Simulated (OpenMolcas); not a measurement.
Predicting a hybrid from its neighbours: C2H3ClO (acetyl chloride)

The species is C2H3ClO (7 atoms), meant as a singlet with charge 0. SMILES: `CC(=O)Cl`. The coordinates come from a PBE0-D4/def2-TZVP relaxation.

The HOMO–LUMO gap y, in eV, basis cc-pVDZ; a is the functional's share of exact exchange. Programs: OpenMolcas 26.06.

| functional | program | a | y (eV) |
| --- | --- | --- | --- |
| revPBE | OpenMolcas | 0 | 4.96 |
| BLYP | OpenMolcas | 0 | 4.94 |
| B3LYP | OpenMolcas | 0.2 | ? |
| PBE0 | OpenMolcas | 0.25 | 7.64 |
| BHLYP | OpenMolcas | 0.5 | 10.40 |

Task: Fit y = c + s·a to the known rows and predict B3LYP.

Result: 
1. Means of the 4 rows: a = 0.1875, y = 6.985.
2. Σ(Δa)² = 0.17188, Σ(Δa·Δy) = 1.8712, so the slope is 1.8712/0.17188 = 10.887.
3. Intercept: 6.985 − (10.887) × 0.1875 = 4.944. The largest residual of the fit is 0.026.
4. B3LYP: 4.944 + (10.887) × 0.2 = 7.12 eV.

The run gave 7.10 eV, so the prediction is off by +0.02 eV, within the scatter of the fit. Exact exchange lowers occupied levels and raises empty ones.
